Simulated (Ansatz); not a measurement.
A calculation on zinc-blende InAs returned lattice constant a 6.087 Å, formation enthalpy -0.198 eV/atom.

For reference: lattice constant a 6.047 Å (measured, static lattice: zero-point anharmonic expansion removed; as tabulated in Mejia-Rodriguez and Trickey (2018), arXiv:1807.09216); formation enthalpy -0.31 eV/atom (measured, 298 K, not corrected to a static lattice; as tabulated in Zhang et al. (2018), doi:10.1038/s41524-018-0065-z).

Which level of theory produced these numbers?
A. rVV10 (Ansatz, an electronic-structure program)
B. PBEsol (Ansatz)
C. r²SCAN+rVV10 (Ansatz)
D. r²SCAN-D4 (Ansatz)

B, PBEsol (Ansatz)

The others give: r²SCAN-D4 6.088 Å, -0.378 eV/atom; rVV10 6.216 Å, -0.200 eV/atom; r²SCAN+rVV10 6.083 Å, -0.360 eV/atom.

Unless a cell is named, each level is at its own relaxed cell (PBEsol 28.19, r²SCAN-D4 28.21, r²SCAN+rVV10 28.14, rVV10 30.02 Å³/atom).

Ansatz's density-functional and Hartree–Fock values are scalar-relativistic unless marked +SOC, with PAW data made under PBE.
